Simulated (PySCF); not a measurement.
Molecule: SMILES C/C=C1\C[C@H]1O, C₅H₈O.

Mapped SMILES: `[CH3:1]/[CH:2]=[C:3]1\[CH2:4][C@H:5]1[OH:6]`; H(Xn) means a hydrogen on atom n. Ha(C4) is cis to O6 on the ring; Hb(C4) is trans to O6 on the ring.

Geometry PBE0-D3(BJ)/def2-SVP throughout; GIAO in PySCF 2.14.0 with density-fitted response routines, gas phase, one conformer, non-relativistic; equivalent atoms averaged; functional PBE0.

(1) How do the shifts δ (against TMS at the same level) depend on the basis set? (a selection of nuclei; ppm; last column core-seconds on shared hosts with different chips, so compare them loosely)

(2) Which nucleus among those listed moves most, in ppm?

(3) Taking the largest basis, def2-TZVP (234 functions), as the yardstick, rank the others by their worst heavy-atom deviation.

Results:

(1) 
```
    basis set  functions     C2    C5    C1    C4  H(C2)  H(C1)  Hb(C4)  Ha(C4)  H(O6)  core-s
       STO-3G         38  104.6  43.8  22.1  14.2   5.41   1.45    1.14    0.76  -2.18     3.3
        6-31G         70  117.3  45.1  18.8  14.2   6.37   1.90    1.64    0.99  -0.95     5.9
       6-31G*        100  115.9  46.0  18.5  12.8   6.28   1.78    1.25    0.81  -0.93     9.4
     def2-SVP        124  119.3  45.8  17.5  11.8   6.18   1.74    1.07    0.59  -1.08      14
     pcSseg-1        142  127.5  49.7  19.7  14.0   6.40   1.95    1.29    0.81  -0.54      12
6-311+G(2d,p)        210  125.5  49.4  18.2  14.1   6.44   1.89    1.30    0.87  -0.69      30
    def2-TZVP        234  126.8  50.0  18.9  13.8   6.46   1.89    1.32    0.86  -0.72      38
```

(2) C2 (alkene CH): from 104.6 ppm with STO-3G to 127.5 ppm with pcSseg-1. The smallest spread is 0.40 ppm, at Ha(C4). Proton shifts span only some 12 ppm, so a few tenths of a ppm matter as much there as several ppm in carbon.

(3) pcSseg-1 0.8 ppm (142 functions), 6-311+G(2d,p) 1.3 ppm (210 functions), def2-SVP 7.4 ppm (124 functions), 6-31G 9.5 ppm (70 functions), 6-31G* 10.8 ppm (100 functions), STO-3G 22.2 ppm (38 functions).

A small basis that lands close on one nucleus may do so by chance; judge by the trend and by all nuclei.
